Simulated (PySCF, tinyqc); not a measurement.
FCI on RHF in the sto-3g basis, frozen core, for HF, spin multiplicity 1, step by step. The lowest restricted solution is unstable here: a spin-polarised one lies 0.1471 hartree lower (PySCF). One step of it, computed by the program tinyqc.

Task: FCI: determinants and Hamiltonian. Slater-Condon rules over spin orbitals, with the nuclear repulsion and the energy of the frozen orbital added and E(HF) subtracted on the diagonal. Only determinants linked to the reference directly or through others are kept (one block of an abelian symmetry group), so some states are absent.

one-electron integrals dressed by the frozen orbital, h + 2 (pq|11) - (p1|1q) (hartree), lower triangle:
```
,2,3,4,5,6
2,-6.654947
3,0.000000,-5.990643
4,0.000000,0.000000,-5.990643
5,0.142302,0.000000,0.000000,-4.422813
6,0.230478,0.000000,0.000000,1.745092,-4.092041
```

energy of the frozen orbital, 2 h_11 + (11|11) = -75.23948704 hartree

Two-electron integrals over orbitals (pq|rs), unique and non-zero (hartree); the lowest 1 orbital is frozen and left out:
```
p,q,r,s,(pq|rs)
2,2,2,2,0.893228
3,2,3,2,0.194207
3,3,2,2,0.907261
3,3,3,3,0.997514
4,2,4,2,0.194207
4,3,4,3,0.053770
4,4,2,2,0.907261
4,4,3,3,0.889973
4,4,4,4,0.997514
5,2,2,2,-0.031004
5,2,3,3,-0.033532
5,2,4,4,-0.033532
5,2,5,2,0.108911
5,3,3,2,-0.011262
5,3,5,3,0.028814
5,4,4,2,-0.011262
5,4,5,4,0.028814
5,5,2,2,0.618144
5,5,3,3,0.605074
5,5,4,4,0.605074
5,5,5,2,0.000306
5,5,5,5,0.594941
6,2,2,2,-0.035573
6,2,3,3,-0.036796
6,2,4,4,-0.036796
6,2,5,2,-0.094052
6,2,5,5,-0.014660
6,2,6,2,0.092133
6,3,3,2,-0.011987
6,3,5,3,-0.026149
6,3,6,3,0.026685
6,4,4,2,-0.011987
6,4,5,4,-0.026149
6,4,6,4,0.026685
6,5,2,2,-0.306069
6,5,3,3,-0.300833
6,5,4,4,-0.300833
6,5,5,2,0.042375
6,5,5,5,-0.075972
6,5,6,2,0.012374
6,5,6,5,0.291355
6,6,2,2,0.586705
6,6,3,3,0.575324
6,6,4,4,0.575324
6,6,5,2,0.021888
6,6,5,5,0.593595
6,6,6,2,-0.030050
6,6,6,5,-0.035529
6,6,6,6,0.605720
```

nuclear repulsion = 2.64882920 hartree

Hartree-Fock energy = -98.31184990 hartree

Give: determinants; H - E(HF) between determinants.

Result:

Occupation strings over the orbitals (2 doubly, a alpha, b beta, 0 empty; spin orbitals ordered 1a 1b 2a 2b ...): 222220 2222ab 2a222b 2222ba 2b222a 222202 2a22b2 222022 220222 2b22a2 202222

H - E(HF) between determinants (hartree), lower triangle:
```
,222220,2222ab,2a222b,2222ba,2b222a,222202,2a22b2,222022,220222,2b22a2,202222
222220,0.0000
2222ab,0.0000,0.1686
2a222b,0.0000,-0.0095,1.0321
2222ba,0.0000,-0.2914,-0.0124,0.1686
2b222a,0.0000,-0.0124,-0.0921,-0.0095,1.0321
222202,0.2914,0.0404,-0.0424,-0.0404,0.0424,0.3506
2a22b2,-0.0124,0.0424,-0.2705,-0.0154,0.0941,0.0311,1.2443
222022,0.0267,0.0261,0.0120,-0.0261,-0.0120,0.0288,0.0113,0.5519
220222,0.0267,0.0261,0.0120,-0.0261,-0.0120,0.0288,0.0113,0.0538,0.5519
2b22a2,0.0124,-0.0154,0.0941,0.0424,-0.2705,-0.0311,-0.1089,-0.0113,-0.0113,1.2443
202222,0.0921,0.0941,0.0055,-0.0941,-0.0055,0.1089,0.0624,0.1942,0.1942,-0.0624,2.3898
```
